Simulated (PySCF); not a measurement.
Does the answer move with the share of exact exchange?

C5H9N.
SMILES: `C=C1C[C@H]1CN`

Torsions of this conformer, `[CH2:1]=[C:2]1[CH2:3][C@H:4]1[CH2:5][NH2:6]`: C3–C4–C5–N6 -86°, H–N6–C5–C4 180°, H–N6–C5–C4 63°.

PySCF, pcSseg-1 basis, density fitting, gas phase, PBE0-D3(BJ)/def2-SVP geometry. One functional is left out:

```tsv
functional	exact exchange (%)	HOMO energy (eV)	LUMO energy (eV)	dipole moment (D)
B97-D	0	-5.33	-0.76	1.276
BLYP	0	-5.17	-0.71	1.264
BP86	0	-5.41	-0.94	1.300
LDA	0	-5.36	-1.06	1.350
OPBE	0	-5.28	-0.79	1.294
PBE	0	-5.28	-0.86	1.289
B3LYP	20	-6.58	-0.07	1.294
B97-2	21	-6.57	0.09	1.307
PBE0	25	-6.83	0.14	1.322
BHandHLYP	50	-8.30	1.28	1.326
```

Task: Predict the row of mPW1PW91 (25 % exact exchange) by straight lines through the other rows, and check it.

Result: 
| property | line | computed | computed − line | PBE0 (25 %), for comparison |
| --- | --- | --- | --- | --- |
| HOMO energy (eV) | -6.82 | -6.88 | -0.06 | -6.83 |
| LUMO energy (eV) | 0.20 | 0.13 | -0.07 | 0.14 |
| dipole moment (D) | 1.310 | 1.324 | +0.014 | 1.322 |

Task: Which of these properties follows the share of exact exchange most closely, and which least?

Result: Most closely the HOMO energy, least the dipole moment; the correlations over the tabulated rows are HOMO energy -0.998, LUMO energy 0.990, dipole moment 0.419. The HOMO energy moves by -0.603 eV for every 10 %. Functionals with the same share still differ in their other parts: at 0 % BLYP and BP86 differ by 0.24 eV in it.
